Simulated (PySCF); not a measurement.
**How the numerical set-up moves the result for LiN (triplet)**

Which parts of the numerical set-up matter for LiN (triplet)? Each run edits the base script.

Computed with PySCF 2.14.0. Level: method and basis as typed in the scripts.

4 further runs of the same task are left out: 4 that didn't finish.

## Step 1: The starting structure

LiN (triplet): 2 atoms, charge 0, spin multiplicity 3.

Bond lengths: Li1–N2 1.940 Å.

## Step 2: The base run

Input file input.py:

```python
from pyscf import gto, dft
from pyscf.prop.polarizability import uhf as pol

mol = gto.M(
    atom='Li 0 0 0; N 0 0 1.94',
    basis='def2-tzvp',
    charge=0,
    spin=2,
    symmetry=True,
    verbose=3,
)
mf = dft.UKS(mol, xc='lc_wpbe')
mf.kernel()
print('polarizability (a.u.)')
print(pol.Polarizability(mf).polarizability().round(4))
mf.dip_moment()
print('orbital energies (hartree):', [e[max(0, n-3):n+3].round(4) for e, n in zip(mf.mo_energy, mol.nelec)])
```

The run is started by

```
> OMP_NUM_THREADS=1 python input.py
```

Its log is not repeated here.

It gives: E(SCF) = -62.099287 Eh, ⟨S²⟩ = 2.006, μ = 7.31 D, α(xx, yy, zz) = 15.5, 15.5, 24.7 bohr³.

The bond length is a typed value, not an optimised one. The triplet is typed in the script; nothing here shows that it is the ground state.

## Step 3: Cc-pvdz

Run 1 changes basis set: def2-tzvp → cc-pvdz.

Input file input.py:

```python
from pyscf import gto, dft
from pyscf.prop.polarizability import uhf as pol

mol = gto.M(
    atom='Li 0 0 0; N 0 0 1.94',
    basis='cc-pvdz',
    charge=0,
    spin=2,
    symmetry=True,
    verbose=3,
)
mf = dft.UKS(mol, xc='lc_wpbe')
mf.kernel()
print('polarizability (a.u.)')
print(pol.Polarizability(mf).polarizability().round(4))
mf.dip_moment()
print('orbital energies (hartree):', [e[max(0, n-3):n+3].round(4) for e, n in zip(mf.mo_energy, mol.nelec)])
```

The run is started by

```
> OMP_NUM_THREADS=1 python input.py
```

## Step 4: Integration grid (99, 590)

Run 2 changes integration grid: default → (99, 590).

Changes to input.py since step 2:

```diff
@@ -12,2 +12,3 @@
 mf = dft.UKS(mol, xc='lc_wpbe')
+mf.grids.atom_grid = (99, 590)
 mf.kernel()
```

## Step 5: Spin-free X2C on

Run 3 changes spin-free X2C: off → on.

Changes to input.py since step 2:

```diff
@@ -12,2 +12,3 @@
 mf = dft.UKS(mol, xc='lc_wpbe')
+mf = mf.sfx2c1e()
 mf.kernel()
```

## Step 6: Cartesian functions on

Run 4 changes Cartesian functions: off → on.

Changes to input.py since step 2:

```diff
@@ -9,2 +9,3 @@
     symmetry=True,
+    cart=True,
     verbose=3,
```

## Step 7: Cc-pvtz

Run 5 changes basis set: def2-tzvp → cc-pvtz.

Changes to input.py since step 2:

```diff
@@ -5,3 +5,3 @@
     atom='Li 0 0 0; N 0 0 1.94',
-    basis='def2-tzvp',
+    basis='cc-pvtz',
     charge=0,
```

## Step 8: Integration grid 2

Run 6 changes integration grid: default → 2.

Changes to input.py since step 2:

```diff
@@ -12,2 +12,3 @@
 mf = dft.UKS(mol, xc='lc_wpbe')
+mf.grids.level = 2
 mf.kernel()
```

Before running it: what results should come out? Wanted: for each run, E(SCF); from base; gap, α spin; SCF dipole; after the SCF.

As calculated:

```
                       run  E(SCF) (hartree)  from base (eV)  gap, α spin (eV)  SCF dipole (D)  functions      after the SCF
                      base        -62.099287               0              7.97            7.31         45  mean α 18.6 bohr³
                   cc-pvdz        -62.078628         +0.5621              7.74            6.87         28  mean α 21.6 bohr³
integration grid (99, 590)        -62.099291         -0.0001              7.97            7.31         45  mean α 18.6 bohr³
          spin-free X2C on        -62.127963         -0.7803              7.97            7.30         45  mean α 18.7 bohr³
    Cartesian functions on        -62.100090         -0.0219              7.97            7.31        n/a  mean α 18.7 bohr³
                   cc-pvtz        -62.098450         +0.0228              7.92            7.06         60  mean α 20.3 bohr³
        integration grid 2        -62.099280         +0.0002              7.97            7.31         45  mean α 18.6 bohr³
```

**Reading.** The largest comparable shift of the SCF energy, -0.780 eV, comes with the run “spin-free X2C on”. cc-pvdz (28 functions) gives an energy 0.56 eV higher than def2-tzvp (45). Scalar relativity lowers the total energy by 0.78 eV, nearly all of it in the inner shells; a basis contracted without relativity catches only part of it. cc-pvtz (60 functions) gives an energy 0.02 eV higher than def2-tzvp (45); size alone doesn't order basis sets of different families.
